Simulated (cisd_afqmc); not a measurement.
Input (AFQMC/CISD/aug-cc-pVDZ; cisd_afqmc is a phaseless AFQMC code with CISD trial states that reads the integrals written by Ansatz):

Ansatz 0.2 input:
```python
import cisd_afqmc

open("ham.yaml", "w").write("""\
crystal:
  periodic: [false, false, false]
  atoms:
    - {symbol: C, position_ang: [0.05100638, -0.58378700, -0.01181402]}
    - {symbol: C, position_ang: [0.04460873, 0.71726049, 0.01788006]}
    - {symbol: H, position_ang: [-0.87346485, -1.16381706, -0.05413951]}
    - {symbol: H, position_ang: [0.97198321, -1.16021184, 0.00382948]}
    - {symbol: H, position_ang: [-0.67220906, 1.52318793, 0.01391380]}
basis:
  gaussian:
    orbitals: aug-cc-pVDZ
magnetization: {spin_polarized: true, initial_magnetization: 1}
correlation: {method: ccsd, electrons: outside_noble_gas, hamiltonian_folder: ham}
""")
rep = cisd_afqmc.ansatz("ham.yaml")
e_ccsd = rep["correlation"]["coupled_cluster"]["energy"]["hartree"]
out = cisd_afqmc.run("ham", e_ccsd, trial="CISD", walkers=100, populations=8, threads=8, dt=0.005, steps=40, early=24, settle=10, least=32,
    cut=5e-5, rank_cut=2e-4, target=0.0004, seconds=1500, seed=1, memory=17280, gpu=False)
```

Output:

```
orbitals 71, occupied [6, 5], factors 404 of 729, rank of the doubles 260 of 720
E(HF) = -77.400577
E(CCSD) on the cut factors = -77.676841, shift to the whole factors -0.000017
Energy of the trial state on the determinant = -77.676826
  tau behind 7.2 of longer steps, mean of the populations' last blocks
   2.0  -77.68754
   4.0  -77.68798
   6.0  -77.68891
   8.0  -77.68955
  10.0  -77.68915
  12.0  -77.68850
  14.0  -77.68955
  16.0  -77.68914
blocks 643 (0 outliers left out), error by blocks joined: 1: 0.00018, 2: 0.00023, 4: 0.00028, 8: 0.00032, 16: 0.00037
E(AFQMC/CISD) = -77.68899 +/- 0.00037
```

The determinant is spin-contaminated: <S^2> is 0.93, 0.18 over the pure value.
